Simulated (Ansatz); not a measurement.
A made-up structure of SiH5SO (charge +1), closed shell:

O1  (-0.749, 0.600, -1.142)
S2  (0.743, -0.069, -1.212)
Si3  (0.579, -0.442, 0.783)
H4  (-1.561, -0.042, -1.008)
H5  (-0.845, 1.519, -0.657)
H6  (0.527, 0.888, 1.663)
H7  (1.874, -0.960, 0.445)
H8  (-0.568, -1.495, 1.128)
(Å)

It is relaxed with PBE-D4/def2-SVP and then PBE0-D4/def2-TZVP (Ansatz 0.2.0). Atoms count as bonded within 1.22 times the sum of their covalent radii (H–H: 0.88 Å). The end point is not checked to be a true minimum.

Does its bonding change? (Judge from chemistry; the calculation decides.)

Computed: No: no bond forms or breaks.

Where it ends: The first stage lowers the energy by 1.73 eV in 9 steps. It ends as SiH₅SO ([OH2][S][SiH3]), total charge +1:
```xyz
8
angstrom
O -0.9792 0.7525 -1.3514
S 0.6273 -0.0225 -1.1824
Si 0.7426 -0.5511 0.9377
H -1.7581 0.1776 -1.2548
H -1.0953 1.6220 -0.9307
H 0.6894 0.6832 1.7476
H 2.0968 -1.1375 0.7818
H -0.3234 -1.5242 1.2523
```

Labels in which every atom is bracketed show which atoms are joined, not bond orders.

For scale, one of the runs: PBE0-D4/def2-TZVP relaxation, 135 basis functions, launched by `ansatz run in.yaml --threads 2 --pin off --events-out ev --progress --plain --max-ram 4352MiB`. Hardware: 2 CPU threads of an Intel Xeon Platinum 8375C, shared host. Wall time about 28 s.
